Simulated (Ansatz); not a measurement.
The input, for Ansatz 0.2.0:

```yaml
crystal:
  periodic: [false, false, false]
  atoms:
    - {symbol: B, position_ang: [-1.342211, 0.000000, 0.000000]}
    - {symbol: H, position_ang: [-1.938944, 1.033571, 0.000000]}
    - {symbol: H, position_ang: [-1.938944, -1.033571, 0.000000]}
    - {symbol: H, position_ang: [0.129789, 0.000000, 0.000000]}
    - {symbol: B, position_ang: [1.345789, 0.000000, 0.000000]}
    - {symbol: H, position_ang: [1.854862, 0.000000, 1.077008]}
    - {symbol: H, position_ang: [1.854862, 0.000000, -1.077008]}
basis:
  gaussian: {orbitals: cc-pVDZ}
magnetization: {spin_polarized: false, initial_magnetization: 1}
correlation: {method: bccd_t, electrons: outside_noble_gas}
```

```sh
$ ansatz run in.yaml --threads 1 --pin off --events-out ev --progress --plain --max-ram 2393MiB
```

The program prints:

```
476 factors; integrals over basis functions are off by at most 1.2e-3 eV
mean field evaluation 1: about -1415.4078 eV, gradient 1.8e1 eV
mean field evaluation 2: about -1415.4078 eV, gradient 1.8e1 eV
mean field evaluation 4: about -1416.6663 eV, gradient 9.4e0 eV
mean field evaluation 8: about -1417.1153 eV, gradient 1.6e-1 eV
mean field evaluation 16: about -1417.0948 eV, gradient 1.9e0 eV
mean field evaluation 32: about -1417.1406 eV, gradient 1.8e-6 eV
mean field evaluation 64: about -1417.1380 eV, gradient 5.3e-1 eV
mean field evaluation 96: about -1417.1362 eV, gradient 4.9e-1 eV
mean field evaluation 128: about -1417.6009 eV, gradient 5.6e-2 eV
mean field -1417.60091743 eV, -52.0958728312 hartree, gradient 1.0e-6 eV, S^2 0.750000; 9 other end points of the search recorded, 0 dependent functions left out
mean field evaluation 160: about -1417.7094 eV, gradient 1.5e-4 eV
mean field evaluation 192: about -1417.5650 eV, gradient 7.4e-1 eV
determinant -1417.60091743 eV, -52.0958728312 hartree, with singles and doubles -1423.64651370 eV, -52.3180443961 hartree
determinant -1417.14058308 eV, -52.0789558559 hartree, with singles and doubles -1423.16437860 eV, -52.3003262582 hartree
determinant -1417.11535785 eV, -52.0780288455 hartree, with singles and doubles -1423.27895315 eV, -52.3045367950 hartree
determinant -1417.60091743 eV, -52.0958728312 hartree, with singles and doubles -1423.64662331 eV, -52.3180484242 hartree
determinant -1417.14058308 eV, -52.0789558559 hartree, with singles and doubles -1423.16442381 eV, -52.3003279195 hartree
determinant -1417.11535785 eV, -52.0780288455 hartree, with singles and doubles -1423.27905720 eV, -52.3045406190 hartree
2 core orbitals not correlated: weight in the atoms' cores, before any rotation towards them, 1.000 or more for the frozen orbitals, at most 0.000 for the correlated occupied ones
reference -1417.60091743 eV, -52.0958728312 hartree; 6, 5 occupied and 45, 46 virtual orbitals, 476 factors
second order -4.79853044 eV of doubles, -0.05420868 eV of singles
cycle   1  -6.04468254 eV  change    1.0e-3 eV  update   3.0e-3
cycle   2  -6.04330508 eV  change    1.4e-3 eV  update   1.2e-3
cycle   3  -6.04273975 eV  change    5.7e-4 eV  update   6.2e-4
cycle   4  -6.04274556 eV  change   -5.8e-6 eV  update   1.7e-4
cycle   5  -6.04273435 eV  change    1.1e-5 eV  update   5.7e-5
cycle   6  -6.04271694 eV  change    1.7e-5 eV  update   2.3e-5
cycle   7  -6.04271122 eV  change    5.7e-6 eV  update   8.9e-6
perturbative correction -0.12208693 eV, -0.0044866121 hartree
Total energy: -1423.76571559 eV, -52.3224249847 hartree
```

For the same geometry and basis UCCSDT(Q) lies 30.1 meV lower.

Ran on 1 thread of Intel Xeon 6975P-C, shared host: 6.5 s wall, 0.21 GiB peak host memory.
